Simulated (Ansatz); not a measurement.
Problem. Name a neutral molecule of C, N, O and H with HOMO–LUMO gap (B3LYP/def2-TZVPP) between 6.15 and 6.45 eV and HOMO energy (PBE/def2-TZVPP) between -5.00 and -4.70 eV (Ansatz, PBE0-D4/def2-TZVP geometry).

Solution. `NC#CO` (6.23 eV, -4.83 eV); `COC#CN` (6.45 eV, -4.79 eV). Other molecules can fit too; these were computed, each in one conformer that needn't be the lowest.

B3LYP here is the variant with VWN-RPA as its local correlation; programs differ in this.
